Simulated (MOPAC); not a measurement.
MOPAC input (PM6):

```
PM6 1SCF CHARGE=1 GEO-OK AUX(PRECISION=9) THREADS=1
C2H7O

C     0.02216329 1    1.27259407 1   -0.25454176 1
O     0.03476913 1    0.00145880 1    0.52664644 1
C     0.00976330 1   -1.27429895 1   -0.24666827 1
H     0.07084685 1    2.06943035 1    0.48062170 1
H     0.91860218 1    1.24270488 1   -0.86432977 1
H    -0.88570640 1    1.30663167 1   -0.85134996 1
H     0.05070786 1   -2.06701103 1    0.49340913 1
H    -0.89841275 1   -1.30318417 1   -0.84328195 1
H     0.90643236 1   -1.25691049 1   -0.85660244 1
H    -0.63218269 1    0.00689771 1    1.23562197 1
```

Question: What heat of formation does the run end on, and which ionisation energy by Koopmans theorem?

Answer: 137.99 kcal/mol; 18.32 eV.
